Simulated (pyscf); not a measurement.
# Concerted two-bond exchange: chloromethane (H₃C–Cl) + difluorocarbene (F–C:–F) [singlet] → H₂C=C(F)–F + hydrogen chloride (HCl)

Gas phase, singlet surface, charge 0. Bonds broken: C1–Cl2, C1–H3. Bonds formed: C1–C7, Cl2–H3. Single points on ωB97X-D3(BJ)/def2-SVP structures (PySCF, gas phase). Correlated levels are frozen-core, on RHF or UHF. ΔMP2 is the change of the MP2 total energy from the triple- to the quadruple-zeta basis.

Transition state (Å):

```xyz
8

C     -0.3233    -0.0152    -0.2364
Cl     1.2600     0.9172    -1.4827
H      0.5116     0.1165     0.4707
H     -1.0017     0.8113    -0.4289
H     -0.3542    -0.8936    -0.8752
F     -0.5028    -1.7368     1.7486
C     -1.0738    -0.6834     1.2548
F     -1.2318     0.1633     2.2229
```

One imaginary mode, 761i cm⁻¹; descent along it reached the two sides named.

```json
[
 {"bond": "C1–Cl2", "change": "breaks", "reactant side (Å)": "1.780", "saddle": "2.220", "product side": "3.7"},
 {"bond": "C1–H3", "change": "breaks", "reactant side (Å)": "1.097", "saddle": "1.102", "product side": "2.492"},
 {"bond": "C1–C7", "change": "forms", "reactant side (Å)": "3.6", "saddle": "1.798", "product side": "1.328"},
 {"bond": "Cl2–H3", "change": "forms", "reactant side (Å)": "2.378", "saddle": "2.240", "product side": "1.287"}
]
```

Electronic energies relative to the separated reactants (eV):

| level | barrier | reaction energy | reverse barrier |
|---|---|---|---|
| ωB97X-D3(BJ)/def2-TZVP | 1.75 | -1.58 | 3.33 |
| PBE/def2-TZVP | 0.89 | -1.75 | 2.64 |
| r²SCAN/def2-TZVP | 0.95 | -1.79 | 2.75 |
| B3LYP-D3(BJ)/def2-TZVP | 1.25 | -1.71 | 2.96 |
| PBE0-D3(BJ)/def2-TZVP | 1.24 | -1.77 | 3.01 |
| M06-2X/def2-TZVP | 1.56 | -1.70 | 3.26 |
| ωB97M-D3(BJ)/def2-TZVP | 1.71 | -1.60 | 3.30 |
| HF/def2-TZVP | 2.43 | -1.44 | 3.87 |
| MP2/def2-QZVPP | 1.60 | -1.81 | 3.41 |
| CCSD/def2-TZVPP | 1.83 | -1.66 | 3.50 |
| CCSD(T)/def2-TZVPP | 1.57 | -1.66 | 3.24 |
| CCSD(T)/def2-TZVPP + ΔMP2(QZVPP) | 1.52 | -1.67 | 3.20 |

With CCSD(T)/def2-TZVPP + ΔMP2(QZVPP) energies and thermal terms (ideal gas, 1 atm, RRHO with modes under 100 cm⁻¹ raised to 100, one conformer, R ln 2 for chiral ones without a mode under 150 cm⁻¹), in eV:

```json
[
 {"T (K)": "298", "ΔH‡": "1.54", "ΔG‡": "1.99", "ΔH": "-1.70", "ΔG": "-1.63"},
 {"T (K)": "600", "ΔH‡": "1.57", "ΔG‡": "2.43", "ΔH": "-1.67", "ΔG": "-1.57"},
 {"T (K)": "900", "ΔH‡": "1.60", "ΔG‡": "2.85", "ΔH": "-1.65", "ΔG": "-1.52"},
 {"T (K)": "1200", "ΔH‡": "1.63", "ΔG‡": "3.26", "ΔH": "-1.63", "ΔG": "-1.48"}
]
```

One saddle was located; it need not be the lowest between these sides. A restricted solution here is unstable towards spin polarisation, so biradical character is likely and single-reference numbers are less safe. The CCSD(T) − MP2 part came from Ansatz, without density fitting, on the same reference.
